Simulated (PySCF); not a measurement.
**Choosing a basis for TDDFT**

Acetamide, C2H5NO.
SMILES: `CC(N)=O`

TDDFT with PBE0 (PySCF), vertical singlets, core orbitals frozen in the response, spherical d and f functions. Geometry: PBE0-D3(BJ)/def2-SVP; no solvent, vibrations or thermal averaging.

Problem. How do the low singlets change with the basis? Take 6-31G*, def2-SVP, 6-31+G*, def2-SVPD, aug-cc-pVDZ, def2-TZVP, def2-TZVPD and aug-cc-pVTZ.

Solution. 

```
      basis  functions  diffuse  S1 (eV)  S2 (eV)  S3 (eV)  S4 (eV)  S5 (eV)  LUMO (eV)  α (au)
     6-31G*         66       no     5.85     7.83     8.17     8.28     9.30       1.29    29.5
   def2-SVP         81       no     5.85     7.36     7.64     8.10     8.78       1.15    30.3
    6-31+G*         82      yes     5.83     6.40     6.68     7.37     7.78       0.11    35.4
  def2-SVPD        123      yes     5.74     6.76     7.10     7.57     8.10       0.47    38.4
aug-cc-pVDZ        137      yes     5.72     6.04     6.38     6.89     7.11      -0.36    39.4
  def2-TZVP        154       no     5.82     6.93     7.22     7.82     8.38       0.79    35.6
 def2-TZVPD        196      yes     5.73     6.34     6.68     7.30     7.67       0.04    39.4
aug-cc-pVTZ        299      yes     5.72     6.06     6.40     6.87     7.08      -0.38    39.6
```

States are compared by their number. Against the largest diffuse basis here (aug-cc-pVTZ, itself not a converged limit), sets without diffuse functions differ by up to 0.12 eV in S1 and 2.22 eV in S5; the smaller diffuse sets differ by up to 0.11 and 1.02 eV. State by state, the largest deviation of a set without diffuse functions is S1 0.12, S2 1.77, S3 1.77, S4 1.40, S5 2.22 eV. The same number needn't mean the same state in each row. Against aug-cc-pVTZ the polarisability deviates by -25% in 6-31G*, -24% in def2-SVP, -11% in 6-31+G*, -3% in def2-SVPD, -1% in aug-cc-pVDZ, -10% in def2-TZVP, -1% in def2-TZVPD. A single + in a Pople set puts diffuse functions on heavy atoms only.
